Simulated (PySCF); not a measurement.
## How methods differ on the electron affinity of H

H⁻ 1s2 (1S) → H 1s1 (2S), as a difference of total energies. Computed with PySCF 2.14 in dyall-av3z, with no relativity, point nucleus. Correlated levels: valence: nothing frozen; virtual orbitals above 40 to 60 times the deepest correlated orbital energy dropped. The calculations carry no spin-orbit coupling.

Question: Order these methods by the electron affinity they give, lowest first.
A. CCSD (valence)
B. SCS-MP2 (valence)
C. UHF
D. MP2 (valence)

Answer: C (-0.329 eV), D (0.446 eV), B (0.601 eV), A (0.738 eV).

Errors of the correlated levels include the incompleteness of this basis.

A negative affinity means that the anion lies above the atom at that level of theory.

With two correlated electrons CCSD is exact in that space.

The coupled-cluster amplitudes are large for H⁻ (T1 above 0.03 or a double amplitude above 0.15), so a single reference is strained.

For comparison: 0.754 eV (measured; photodetachment measurements, as compiled on the Wikipedia data page of electron affinities).
